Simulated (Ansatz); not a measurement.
**CH₅NSi: one species, many methods**

An exercise on one series of results from a longer session: the logs are not shown, and one member is left open.

Computed with Ansatz 0.2.0, Gaussian basis. Level: functionals in def2-TZVPP, the program's frozen cores in correlated methods.

Levels to be run: LDA (SPW92), PBE-D4, revPBE-D4, BLYP-D4, r2SCAN-D4, B97M-V, PBE0-D4, B3LYP-D4, r2SCANh-D4, r2SCAN0-D4, HSE06-D4, BHLYP-D4, CAM-B3LYP-D4, LC-ωPBE, ωB97X-V, ωB97M-V, B2PLYP, PBE-QIDH; CCSD(T)/def2-SVP; CCSD(T)/def2-TZVPP; MP2/def2-QZVPP; extrapolation to the limit; RPA on PBE.

**The geometry**

All runs share one geometry, relaxed beforehand with PBE0-D4 in a triple-zeta def2 set.

SMILES `C1N[SiH2]1`, 8 atoms, charge 0, spin multiplicity 1.

Atoms are counted from 1 here; the program's logs count them from 0.

Bond lengths: C1–N2 1.494 Å, C1–Si3 1.829 Å, C1–H4 1.087 Å, C1–H5 1.090 Å, N2–Si3 1.724 Å, N2–H6 1.009 Å, Si3–H7 1.481 Å, Si3–H8 1.478 Å. Angles: N2–C1–Si3 61.5°, N2–C1–H4 114.1°, N2–C1–H5 117.2°, Si3–C1–H4 123.6°, Si3–C1–H5 117.4°, H4–C1–H5 113.0°, C1–N2–Si3 68.8°, C1–N2–H6 116.0°, Si3–N2–H6 124.6°, C1–Si3–N2 49.6°, C1–Si3–H7 117.8°, C1–Si3–H8 124.7°, N2–Si3–H7 120.5°, N2–Si3–H8 116.7°, H7–Si3–H8 113.1°.

Geometry (Å):

```xyz
8
CH5NSi
C    -0.61813    0.32452   -0.62526
N    -0.31386    0.57772    0.81523
Si    0.56908   -0.77920    0.22178
H    -1.65382    0.05864   -0.81945
H    -0.21582    1.03065   -1.35099
H     0.09254    1.47612    1.02944
H     2.00330   -0.64899   -0.12507
H     0.22890   -2.09666    0.79842
```

Set-up of the first run:

in.yaml

```yaml
crystal:
  periodic: [false, false, false]
  atoms:
    - {symbol: C, position_ang: [-0.618133, 0.324524, -0.625261]}
    - {symbol: N, position_ang: [-0.313857, 0.577719, 0.815229]}
    - {symbol: Si, position_ang: [0.569076, -0.779196, 0.221784]}
    - {symbol: H, position_ang: [-1.653817, 0.058637, -0.819449]}
    - {symbol: H, position_ang: [-0.215815, 1.030645, -1.350992]}
    - {symbol: H, position_ang: [0.092544, 1.476125, 1.029444]}
    - {symbol: H, position_ang: [2.003297, -0.648989, -0.125075]}
    - {symbol: H, position_ang: [0.228904, -2.096663, 0.798418]}
basis:
  gaussian: {orbitals: def2-TZVPP}
hamiltonian: {xc: lda}
output: {orbitals: {seedname: orbitals}}
```

Command:

```sh
ansatz run in.yaml --threads 2 --pin off --events-out ev --progress --plain --max-ram 4352MiB
```

Steps of the session up to this table: LDA; PBE-D4 (GGA); revPBE-D4 (GGA); BLYP-D4 (GGA); r2SCAN-D4 (meta-GGA); B97M-V (meta-GGA); PBE0-D4 (hybrid); B3LYP-D4 (hybrid); r2SCANh-D4 (hybrid); r2SCAN0-D4 (hybrid); HSE06-D4 (hybrid); BHLYP-D4 (hybrid); CAM-B3LYP-D4 (range-separated); LC-ωPBE (range-separated); ωB97X-V (range-separated); ωB97M-V (range-separated); B2PLYP (double hybrid); PBE-QIDH (double hybrid).

One table of the session follows, with a row left open; its other results are not shown here.

It belongs to the step «Frontier levels by functional». 

| functional | HOMO (eV) | gap (eV) |
| --- | --- | --- |
| LDA (SPW92) | -5.65 | 4.53 |
| PBE-D4 | -5.52 | 4.59 |
| revPBE-D4 | -5.48 | 4.61 |
| BLYP-D4 | -5.38 | 4.53 |
| r2SCAN-D4 | -5.75 | 5.13 |
| B97M-V | -5.84 | 5.06 |
| PBE0-D4 | ? | ? |
| B3LYP-D4 | -6.55 | 6.20 |
| r2SCANh-D4 | -6.23 | 5.90 |
| r2SCAN0-D4 | -6.94 | 7.03 |
| HSE06-D4 | -6.38 | 5.90 |
| BHLYP-D4 | -7.93 | 8.62 |
| CAM-B3LYP-D4 | -8.13 | 8.98 |
| LC-ωPBE | -9.51 | 11.51 |
| ωB97X-V | -9.14 | 11.01 |
| ωB97M-V | -9.05 | 10.62 |

**Question.** Estimate the row for PBE0-D4.

As computed: HOMO (eV): -6.79; gap (eV): 6.68. In the column «HOMO (eV)» it lies between r2SCAN0-D4 (-6.94) and B3LYP-D4 (-6.55).
